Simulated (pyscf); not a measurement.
H₂N–Ti(NH₂)(Cl)–Cl → ammonia (NH₃) + HN=Ti(Cl)–Cl, an elimination (singlet surface; N–Ti, H–N broken, H–N formed). Structures and frequencies: ωB97X-D3(BJ)/def2-SVP in PySCF. Energies in kcal/mol from the reactant's lowest minimum found.

Small-basis levels: PySCF, no dispersion term, spherical d functions. 

Quick B3LYP/6-31G*+LANL2DZ single points give ΔE‡ = 41.8 kcal/mol and ΔE = +53.3 kcal/mol. What does ωB97M-D3(BJ)/def2-TZVP give, and how far is the quick result from it?

ωB97M-D3(BJ)/def2-TZVP gives ΔE‡ = 38.9 kcal/mol and ΔE = +49.9 kcal/mol. B3LYP/6-31G*+LANL2DZ lies 2.9 kcal/mol over it in the barrier and 3.4 kcal/mol over it in the reaction energy, so on this step it does not hold to within 3.0 kcal/mol. ωB97M-D3(BJ)/def2-TZVP has limits of its own. On the product side the descent ends in an adduct with a N–Ti contact, 44.2 kcal/mol under the separated species and 30.9 kcal/mol under the saddle at ωB97X-D3(BJ)/def2-TZVP. At ωB97M-D3(BJ) the saddle lies under the separated products, which points to a path from their complex (located at ωB97X-D3(BJ) alone), and parting the products costs more than the saddle. What is counted as broken (N–Ti) persists as a longer contact in the product adduct; parting that adduct is a step of its own. At the saddle there is also a short H–Ti contact that neither side keeps. One saddle was located; it need not be the lowest between these sides.
